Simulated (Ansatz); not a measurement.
# CCSD/6-31G run of [SiH3]− (SMILES [SiH3-])

Aim: the energy change on altering one bond length of [SiH3]− at CCSD/6-31G, from 2 runs. 

Program for the calculation: Ansatz 0.2.0.

2 further runs of the same task are left out: 2 set aside as unsound or not needed.

**1. The system as given**

[SiH3]− has 4 atoms, charge -1, and is taken as a singlet. As SMILES, `[SiH3-]`. Geometry: relaxed at PBE0-D4/def2-TZVPD.

Bond lengths: Si1–H2 1.546 Å, Si1–H3 1.546 Å, Si1–H4 1.546 Å. Angles: H2–Si1–H3 94.1°, H2–Si1–H4 94.1°, H3–Si1–H4 94.1°.

**2. A single-point energy at CCSD/6-31G**

molecule.yaml

```yaml
crystal:
  periodic: [false, false, false]
  atoms:
    - {symbol: Si, position_ang: [0.539700, -0.050700, -0.300900]}
    - {symbol: H, position_ang: [0.426600, 0.622300, 1.085900]}
    - {symbol: H, position_ang: [-0.298500, -1.283700, 0.106800]}
    - {symbol: H, position_ang: [-0.667800, 0.712200, -0.891800]}
basis:
  gaussian:
    orbitals: 6-31G
total_charge: -1
correlation:
  method: ccsd
  frozen_orbitals: {H: 0, Si: 5}
accuracy: high
scf:
  omitted_lower_state_checks: [cluster_reference, increment]
```

The run is started by

```
$ ansatz run molecule.yaml --threads 1 --pin off --max-ram 2610MiB --events-out events.jsonl --progress --plain --runs-dir runs
```

Log, cut to the lines that bear on the results:

```text
Warning: RAYON_NUM_THREADS=1 ignored (pool sized by the plan → 1); use --threads N
Functional definition: HF
  name "HF"
[...]
414 factors; integrals over basis functions are off by at most 3.8e-9 eV
[...]
mean field -7906.90898414 eV, -290.5735456717 hartree, gradient 1.0e-8 eV, S^2 0.000000; 0 other end points of the search recorded, 0 dependent functions left out
5 core orbitals not correlated: weight in the atoms' cores, before any rotation towards them, 1.000 or more for the frozen orbitals, at most 0.000 for the correlated occupied ones
reference -7906.90898414 eV, -290.5735456717 hartree; 4, 4 occupied and 10, 10 virtual orbitals, 414 factors
second order -1.59092309 eV of doubles, -0.00000000 eV of singles
cycle   1  -1.98393883 eV  change   -3.9e-1 eV  update   5.5e-2
[...]
cycle  17  -2.17468424 eV  change   3.3e-10 eV  update  3.8e-10
Total energy: -7909.08366838 eV, -290.6534638436 hartree
Checks for a lower state left out: cluster_reference, increment
```

It took 0.2 s on 1 thread of Intel Xeon Platinum 8488C (Sapphire Rapids), shared host.

**3. The distorted shape**

input.yaml

```yaml
crystal:
  periodic: [false, false, false]
  atoms:
    - {symbol: Si, position_ang: [0.567973, -0.218940, -0.647580]}
    - {symbol: H, position_ang: [0.426600, 0.622300, 1.085900]}
    - {symbol: H, position_ang: [-0.270227, -1.451940, -0.239880]}
    - {symbol: H, position_ang: [-0.639527, 0.543960, -1.238480]}
basis:
  gaussian:
    orbitals: 6-31G
total_charge: -1
correlation:
  method: ccsd
  frozen_orbitals: {H: 0, Si: 5}
accuracy: high
scf:
  omitted_lower_state_checks: [cluster_reference, increment]
```

The run is started by

```
$ ansatz run input.yaml --threads 1 --pin off --max-ram 2610MiB --events-out events.jsonl --progress --plain --runs-dir runs
```

Log, cut to the lines that bear on the results:

```text
Warning: RAYON_NUM_THREADS=1 ignored (pool sized by the plan → 1); use --threads N
Functional definition: HF
  name "HF"
[...]
412 factors; integrals over basis functions are off by at most 3.4e-9 eV
[...]
mean field -7906.41899165 eV, -290.5555387797 hartree, gradient 2.2e-8 eV, S^2 0.000000; 0 other end points of the search recorded, 0 dependent functions left out
5 core orbitals not correlated: weight in the atoms' cores, before any rotation towards them, 1.000 or more for the frozen orbitals, at most 0.000 for the correlated occupied ones
reference -7906.41899165 eV, -290.5555387797 hartree; 4, 4 occupied and 10, 10 virtual orbitals, 412 factors
second order -1.64150546 eV of doubles, -0.00000000 eV of singles
cycle   1  -2.06071636 eV  change   -4.2e-1 eV  update   6.3e-2
[...]
cycle  20  -2.29688774 eV  change  -4.3e-11 eV  update  3.2e-10
Total energy: -7908.71587938 eV, -290.6399478471 hartree
Checks for a lower state left out: cluster_reference, increment
```

Wall time 0.18 s (1 thread of Intel Xeon Platinum 8488C (Sapphire Rapids), shared host).

**4. Outcome**

At CCSD/6-31G, 5 core orbitals frozen:

```
                                                          quantity          value
                                         first shape: total energy  -290.65346 Eh
          first shape: correlation energy (5 core orbitals frozen)      -79.9 mEh
                                        first shape: T1 diagnostic          0.010
                                     distorted shape: total energy  -290.63995 Eh
      distorted shape: correlation energy (5 core orbitals frozen)      -84.4 mEh
                                    distorted shape: T1 diagnostic          0.014
energy change with the Si1–H2 bond stretched from 1.546 to 1.932 Å       0.368 eV
```

In words: With the Si1–H2 bond stretched from 1.546 to 1.932 Å the energy rises by 0.37 eV (35.5 kJ/mol). The first shape isn't relaxed at this level, so the change isn't measured from a minimum.
